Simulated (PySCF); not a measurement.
# A diatomic session: HF

An exercise on one series of results from a longer session: the logs are not shown, and one member is left open.

Program: PySCF 2.14.0. Level of theory: H pcseg-1, F pcseg-1, no relativity. These are calculated values, not measurements.

The first run:

The job is set up so:

| Item | Value |
| --- | --- |
| atoms | H, F |
| charge | 0 |
| basis | H pcseg-1, F pcseg-1 |
| Hamiltonian | no relativity |
| basis functions | 19 |
| electrons treated | 10 |
| masses in u | 1.0078, 18.9984 |
| levels | PBE0, PBE, r²SCAN, B2PLYP, BP86, MN15, CAM-B3LYP, HF, MP2, SCS-MP2, CCSD, CCSD(T) |
| grid | 80 radial by 434 angular points |
| occupations | held fixed by the projection of orbital angular momentum |
| dissociation limit | H + F, each in its ground configuration |
| starting distance in angstrom | 0.935 |
| values of 2S to try | 0, 2 |

Launch:

```console
$ OMP_NUM_THREADS=1 python dia.py task.json out
```

Among the steps run: Set-up; The PBE0 curve of the state that the search chose; PBE; r²SCAN; B2PLYP (double hybrid); BP86 (GGA); MN15 (hybrid meta-GGA); CAM-B3LYP (range-separated hybrid); RHF (mean field); Adding correlation.

One of the session's tables, all rows but one given; the rest of the session is left out.

It belongs to the step «The curves together». Energy (eV) from each level's lowest point:

```
R (Å)    RHF  RHF-MP2  RHF-SCS-MP2  RHF-CCSD  RHF-CCSD(T)
0.796  0.546    0.715        0.715       n/a          n/a
0.833  0.215    0.331        0.331     0.321        0.324
0.870      ?        ?            ?         ?            ?
0.898  0.000    0.026        0.026     0.023        0.024
0.926  0.012    0.000        0.000     0.000        0.000
0.954  0.071    0.021        0.021     0.024        0.023
0.991  0.207    0.108        0.107     0.114        0.111
1.037  0.445    0.287        0.284     0.296        0.290
1.093  0.801    0.573        0.568     0.584        0.575
1.167  1.346    1.027        1.018       n/a          n/a
```

Estimate the missing values for R (Å) = 0.870.

Worked estimate for «RHF». A straight line through the neighbours (0.833, 0.215) and (0.898, 0.000) gives 0.215 + (0.000 − 0.215) × (0.870 − 0.833) / (0.898 − 0.833) = 0.093; a parabola fitted to 4 rows on both sides gives 0.039.

The run gave: RHF: 0.045; RHF-MP2: 0.109; RHF-SCS-MP2: 0.109; RHF-CCSD: 0.103; RHF-CCSD(T): 0.105. In «RHF» the line misses by +0.048 and the parabola by -0.006.
